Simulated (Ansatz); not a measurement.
# Ca₂CuO₃ (Immm)

These are results of DFT PBEsol, scalar-relativistic, plane waves, PAW in Ansatz, not measurements.

Plane waves to 420 eV, a k mesh through Γ of 14×14×14 on the computed 6-atom cell and Gaussian smearing (0.10 eV); no spin polarisation.

The structure is relaxed at this level of theory with its symmetry kept. Whether it is the stable form of this composition wasn't checked.

```cif
data_structure
_symmetry_space_group_name_H-M 'Immm'
_symmetry_Int_Tables_number 71
_cell_length_a 3.2332
_cell_length_b 3.7783
_cell_length_c 11.9948
_cell_angle_alpha 90.000
_cell_angle_beta 90.000
_cell_angle_gamma 90.000
_cell_volume 146.53
loop_
_atom_site_label
_atom_site_type_symbol
_atom_site_symmetry_multiplicity
_atom_site_Wyckoff_symbol
_atom_site_fract_x
_atom_site_fract_y
_atom_site_fract_z
_atom_site_occupancy
Ca1 Ca 4 j 0.50000 0.00000 0.85098 1
Cu1 Cu 2 d 0.00000 0.50000 0.00000 1
O1 O 4 j 0.50000 0.00000 0.66037 1
O2 O 2 a 0.00000 0.00000 0.00000 1
```

**Question.** Formation energy from the elements' standard states (uncorrected)?

**Answer.** -2.257 eV/atom.

**Question.** Density of states at the Fermi level?

**Answer.** 0.69 states/eV per cell.

**Question.** Löwdin character within 0.5 eV of the Fermi level?

**Answer.** O 2p 48 %, Cu 3d 44 %.

**Question.** Bulk modulus?

**Answer.** 117 GPa.

**Question.** Its pressure derivative?

**Answer.** 4.2.

**Question.** Bader charges (e)?

**Answer.** Ca (2 in the cell) 1.50, Cu (1 in the cell) 0.85, O (2 in the cell) -1.31, O (1 in the cell) -1.22.

Spin polarisation was left out, and a magnetic state may lie lower.

A ferromagnetic start lost its moments in a first run, so spin was left out; other magnetic orders weren't tried.

Cost: 6 runs of about 20 core-minutes in all, on Intel Xeon 6975P-C (Granite Rapids) (shared hosts).